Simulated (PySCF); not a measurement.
**Relaxation of singlet H₃PO**

Computed with PBE0/[P def2-TZVP, O def2-TZVP, H def2-TZVP], no relativity, density fitting, PySCF. A (50,194) grid was used.

A hand-made see-saw (ligand arrangement 2) start, of Cs symmetry, held to at least that symmetry:

```xyz
5
charge 0 multiplicity 1, angstrom
P     0.0000    0.4780   -0.0824
O     0.0000   -1.1059    0.0562
H     0.0000    1.9026    0.0422
H     1.1269    0.4780    0.7980
H    -1.1269    0.4780    0.7980
```

Q: What forces act on the atoms at the start (eV/Å)?

A: 
```
atom     Fx     Fy     Fz
  P1   0.00  -3.25   7.22
  O2   0.00   0.54  -3.78
  H3   0.00   0.84  -2.91
  H4   0.16   0.94  -0.26
  H5  -0.16   0.94  -0.26
```

Q: What does it relax to?

A: It ends at C3v with P–H 1.416 Å (×3), P–O 1.474 Å; H–P–H 101.0° (×3), H–P–O 117.0° (×3) (after a last refinement on a finer grid). A frequency run shows a minimum.

Q: How much energy is released, and in how many steps?

A: 387.7 kJ/mol in 8 steps.
